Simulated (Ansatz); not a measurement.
A made-up structure of CH2Li2, closed shell:

| atom | x (Å) | y (Å) | z (Å) |
| --- | --- | --- | --- |
| Li1 | -0.9878 | -0.9651 | 1.2614 |
| C2 | -0.0600 | 0.0922 | -0.0613 |
| Li3 | 1.7977 | -0.2765 | -0.4366 |
| H4 | -1.4567 | -1.0588 | 2.7778 |
| H5 | -0.6166 | -0.0014 | -1.0118 |

It is relaxed with PBE-D4/def2-SVP and then PBE0-D4/def2-TZVP (Ansatz 0.2.0). Atoms count as bonded within 1.22 times the sum of their covalent radii (H–H: 0.88 Å). The end point is not checked to be a true minimum.

Problem. Does its bonding change? (Judge from chemistry; the calculation decides.)

Solution. By the calculation: Yes. Formed: C2–H4; broken: Li1–H4.

Where it ends: The first stage lowers the energy by 3.90 eV in 20 steps. It ends as CH₂Li₂ ([Li][CH2][Li]):
```tsv
atom	x (Å)	y (Å)	z (Å)
Li1	-1.2467	-2.0245	0.6779
C2	-0.3303	-0.3335	0.5179
Li3	1.5708	-0.3219	0.1765
H4	-0.5007	0.2330	1.4515
H5	-0.8163	0.2373	-0.2942
```

Labels in which every atom is bracketed show which atoms are joined, not bond orders.

For scale, one of the runs: PBE0-D4/def2-TZVP relaxation, 71 basis functions, launched by `ansatz run in.yaml --threads 2 --pin off --events-out ev --progress --plain --max-ram 4352MiB`. Hardware: 2 CPU threads of an AMD EPYC 9B45, shared host. Wall time about 1.2 s.
